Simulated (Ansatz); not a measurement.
hcp Zn was calculated with RPBE in Ansatz (plane waves, PAW).

Settings: plane-wave cutoff 520 eV, 24×24×12 k mesh (along the axes of the cell as run), Fermi–Dirac smearing 0.05 eV, scalar-relativistic PAW data made under PBE.

Computed at the level's own relaxed cell.

Task: Give the computed equilibrium volume per atom, bulk modulus B0, lattice constant a and c axis length.

Result: 
- equilibrium volume per atom = 15.97 Å³/atom
- bulk modulus B0 = 51.5 GPa
- lattice constant a = 2.679 Å
- c axis length = 5.138 Å

The run finds no gap.

Measured, for comparison: bulk modulus 69.7 GPa (zero-point energy and finite temperature contributions removed, our sources range from 64.7 to 69.7; as tabulated in doi:10.1021/acs.jctc.3c00612); lattice constant a 2.665 Å (293 K, no zero-point or thermal correction, our sources range from 2.660 to 2.665; as tabulated in Wikipedia's data pages); lattice parameter c 4.946 Å (293 K, no zero-point or thermal correction; as tabulated in Wikipedia's data pages). Computed (rounded) less measured: bulk modulus -26 % (-20 % to -26 % over the range), lattice constant a +0.5 % (+0.5 % to +0.7 % over the range), lattice parameter c +3.9 %.

Note: the bulk modulus comes from volumes at which shape and atoms were relaxed.

Ansatz is an electronic-structure program.
